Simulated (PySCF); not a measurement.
Gas-phase reaction: 2 H3SiPH2 → 2 P + 4 H + Si2H6

Method: PySCF energies plus ideal-gas RRHO corrections (1 bar). † marks an energy on the PBE0/def2-TZVP geometry and frequencies; other levels use their own. MP2 and CCSD(T) freeze the core. 6-31G* has spherical d functions here. Open shells (unrestricted): P (multiplicity 4), H (multiplicity 2); the rest are closed-shell singlets. B3LYP is the form with VWN-RPA correlation. MP2 isn't extrapolated to the basis-set limit. CCSD(T) isn't extrapolated to the basis-set limit.

| level | ΔH°(298 K), kJ |
|---|---|
| B3LYP/6-31G* | 1480 |
| CCSD(T)/def2-SVP† | 1350 |
| MP2/def2-TZVPP† | (withheld) |
| PBE/def2-SVP | 1497 |
| PBE0/def2-TZVP | 1493 |
| r2SCAN/def2-TZVP† | (withheld) |
| ωB97M-V/def2-TZVP† | (withheld) |

**Question.** What belongs in the gaps?

**Answer.** 
- MP2/def2-TZVPP†, ΔH°(298 K), kJ: 1420
- r2SCAN/def2-TZVP†, ΔH°(298 K), kJ: 1509
- ωB97M-V/def2-TZVP†, ΔH°(298 K), kJ: 1545
